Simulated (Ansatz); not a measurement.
A displaced shape of singlet CS:

```xyz
2

C    -0.0126    0.0195   -1.1607
S    -0.0179    0.0360    0.4485
```

It was optimised with PBE0/def2-SVP in Ansatz (development build ahead of 0.2.0) to forces under 0.001 eV/Å, with restricted orbitals. Each step stands on the lowest determinant of that kind that the program's search found.

Problem. What shape does it relax to, and how does the optimisation go?

Solution.

```xyz
2

C    -0.0127    0.0199   -1.1237
S    -0.0178    0.0356    0.4114
```

Bond lengths: C1–S2 1.535 Å.

```tsv
step	E − E(start) (eV)	largest force (eV/Å)
1	0.0000	3.5459
2	-0.1129	1.7001
3	-0.1400	0.2835
4	-0.1406	0.0091
5	-0.1407	0.0001
```

The optimisation ended after 5 steps with its threshold met.
